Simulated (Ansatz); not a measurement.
Computed with Ansatz on PBE0-D4/def2-TZVP structures; ΔE is electronic, products minus reactants. CCSD(T)/CBS is the MP2 limit (def2-TZVPP, def2-QZVPP) plus CCSD(T) − MP2 in def2-TZVPP, frozen cores. This one scheme is used for every species. DFT in def2-TZVPP. B3LYP here is the variant with VWN-RPA as its local correlation; programs differ in this. One conformer a species, not always the lowest.

Consider the substitution at a C–S bond: `N=C(S)CO` + H–F → `N=C(F)CO` + H₂S.

```
             level  ΔE (kcal/mol)  difference from CCSD(T)/CBS
           PBE0-D4            2.5                         -1.7
           ωB97X-V           -0.4                         -4.6
           ωB97M-V            0.2                         -4.0
               PBE            1.9                         -2.3
            r2SCAN            1.2                         -3.0
              PBE0            1.2                         -3.0
             B3LYP           -0.7                         -4.9
     HF/def2-TZVPP           -5.4                         -9.6
    MP2/def2-TZVPP            5.6                          1.4
SCS-MP2/def2-TZVPP            3.2                         -1.0
   CCSD/def2-TZVPP            1.0                         -3.2
CCSD(T)/def2-TZVPP            2.4                         -1.8
     HF/def2-QZVPP           -5.4                         -9.6
    MP2/def2-QZVPP            6.5                          2.3
      HF/CBS(def2)           -5.4                         -9.6
     MP2/CBS(def2)            7.3                          3.1
       CCSD(T)/CBS            4.2                            0
```

Largest T1 diagnostic among the species: 0.013.

From PBE to PBE0 (25 % exact exchange), in def2-TZVPP and without D4, ΔE moves by −0.8 kcal/mol. In def2-TZVPP, CCSD(T) changes the Hartree–Fock value by +7.8 kcal/mol (the triples alone add +1.4 kcal/mol) and MP2 by +10.9 kcal/mol.
